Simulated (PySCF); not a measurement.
**Building multiplets from coupling constants**

Geometry:
```json
{"atom": "C1", "x (Å)": "2.287", "y (Å)": "1.191", "z (Å)": "0.388"}
{"atom": "C2", "x (Å)": "1.445", "y (Å)": "0.342", "z (Å)": "0.365"}
{"atom": "C3", "x (Å)": "0.401", "y (Å)": "-0.664", "z (Å)": "0.307"}
{"atom": "C4", "x (Å)": "-0.692", "y (Å)": "-0.233", "z (Å)": "-0.628"}
{"atom": "C5", "x (Å)": "-1.951", "y (Å)": "-0.073", "z (Å)": "-0.269"}
{"atom": "H6", "x (Å)": "3.037", "y (Å)": "1.924", "z (Å)": "0.425"}
{"atom": "H7", "x (Å)": "0.000", "y (Å)": "-0.830", "z (Å)": "1.311"}
{"atom": "H8", "x (Å)": "0.843", "y (Å)": "-1.601", "z (Å)": "-0.052"}
{"atom": "H9", "x (Å)": "-0.376", "y (Å)": "-0.042", "z (Å)": "-1.646"}
{"atom": "H10", "x (Å)": "-2.707", "y (Å)": "0.241", "z (Å)": "-0.968"}
{"atom": "H11", "x (Å)": "-2.281", "y (Å)": "-0.251", "z (Å)": "0.742"}
```

PySCF 2.14.0 with density-fitted response routines calculation with J: B3LYP/pcJ-1 (without the spin–dipole term), GFN2-xTB structure and PBE0/pcSseg-1 with gauge-including orbitals; a single conformation, one averaged value for each set of equivalent atoms, isolated molecule, relativity neglected.

Referencing at the same level of theory: TMS for ¹H.

Spectrometer: 600 MHz for ¹H. First-order analysis; couplings under 1 Hz (under 4 Hz in carbon signals) are ignored, and nearly equal couplings are merged; the smaller ones broaden or split the lines further.

**Question.** What pattern does H10 show (¹H)?

**Answer.** A doublet of triplets at δ 5.34: 11.2 Hz to H9 (1 × ¹H, 3 bonds away), 1.6 Hz to H7/H8 (2 × ¹H, 4 bonds away). Lines in Hz from the centre (relative intensity): +7.2 (1), +5.6 (2), +4.0 (1), -4.0 (1), -5.6 (2), -7.2 (1). The outer lines are 14.4 Hz apart, the sum of the couplings kept, or 0.024 ppm at this field.

**Question.** What pattern does H9 show (¹H)?

**Answer.** A doublet of doublets of triplets at δ 6.14: 17.6 Hz to H11 (1 × ¹H, 3 bonds away), 11.2 Hz to H10 (1 × ¹H, 3 bonds away), 8.0 Hz to H7/H8 (2 × ¹H, 3 bonds away). Lines in Hz from the centre (relative intensity): +22.4 (1), +14.4 (2), +11.2 (1), +6.4 (1), +4.8 (1), +3.2 (2), -3.2 (2), -4.8 (1), -6.4 (1), -11.2 (1), -14.4 (2), -22.4 (1). The outer lines are 44.8 Hz apart, the sum of the couplings kept, or 0.075 ppm at this field.

**Question.** What pattern does H6 show (¹H)?

**Answer.** A triplet at δ 1.48: 3.8 Hz to H7/H8 (2 × ¹H, 4 bonds away). Lines in Hz from the centre (relative intensity): +3.8 (1), +0.0 (2), -3.8 (1). The outer lines are 7.6 Hz apart, the sum of the couplings kept, or 0.013 ppm at this field.

**Question.** What pattern does H7/H8 show (¹H)?

**Answer.** A doublet of doublets of triplets at δ 3.04: 8.0 Hz to H9 (1 × ¹H, 3 bonds away), 3.8 Hz to H6 (1 × ¹H, 4 bonds away), 1.6 Hz to H11 and H10 (2 × ¹H, 4 bonds away). Lines in Hz from the centre (relative intensity): +7.5 (1), +5.9 (2), +4.3 (1), +3.7 (1), +2.1 (2), +0.5 (1), -0.5 (1), -2.1 (2), -3.7 (1), -4.3 (1), -5.9 (2), -7.5 (1). The outer lines are 15.0 Hz apart, the sum of the couplings kept, or 0.025 ppm at this field.

Unscaled 3J(H,H) at this level run about 10 % above measured values. Couplings across =CH–CH2 type bonds come from one rotamer and its mirror image, and can be 1–2 Hz further off.
